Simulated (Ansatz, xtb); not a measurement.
CH4FNO+: where a starting geometry ends

The starting geometry of this gas-phase doublet was built from a drawn formula by distance geometry and a force field; its bonds are those of `N[OH+][CH]F`.

```yaml
atoms:
  - { symbol: C, position_ang: [-1.7335, 0.5010, -0.6762] }
  - { symbol: F, position_ang: [-2.6419, 1.1500, 0.0949] }
  - { symbol: N, position_ang: [0.3869, -0.5207, -0.5510] }
  - { symbol: O, position_ang: [-0.9289, -0.6254, -0.2372] }
  - { symbol: H, position_ang: [0.3977, -0.5058, -1.6349] }
  - { symbol: H, position_ang: [0.7422, -1.4724, -0.3495] }
  - { symbol: H, position_ang: [-1.1594, -0.6953, 0.7598] }
  - { symbol: H, position_ang: [-2.0239, 0.4945, -1.7354] }
```

Predict what it relaxes into with r2SCAN-D4/def2-SVP.

It keeps its bonds, and is `N[OH+][CH]F`.

The energy falls by 1.05 eV over 15 steps:

```
step  E − E(last) (eV)
   1             1.052
   3             0.135
   4             0.108
   6             0.080
   7             0.069
   9             0.017
  10             0.012
  12             0.001
  13             0.000
  15             0.000
```

Final geometry (Å):

```yaml
atoms:
  - { symbol: C, position_ang: [-1.7518, 0.4140, -0.8959] }
  - { symbol: F, position_ang: [-2.2764, 1.2805, -0.0989] }
  - { symbol: N, position_ang: [0.4214, -0.8032, -0.4117] }
  - { symbol: O, position_ang: [-1.0055, -0.5687, -0.1179] }
  - { symbol: H, position_ang: [0.7293, 0.0599, -0.8815] }
  - { symbol: H, position_ang: [0.3783, -1.5593, -1.1064] }
  - { symbol: H, position_ang: [-1.0866, -0.4460, 0.8595] }
  - { symbol: H, position_ang: [-2.3695, -0.0512, -1.6767] }
```

From the same start GFN2-xTB ends elsewhere, in pieces: CHFO + H3N.

The end wasn't checked by frequencies. Open shells are spin-unrestricted. Run with Ansatz 0.2.0, 2.2 min on 1 thread of Arm Neoverse V2, on a shared host.
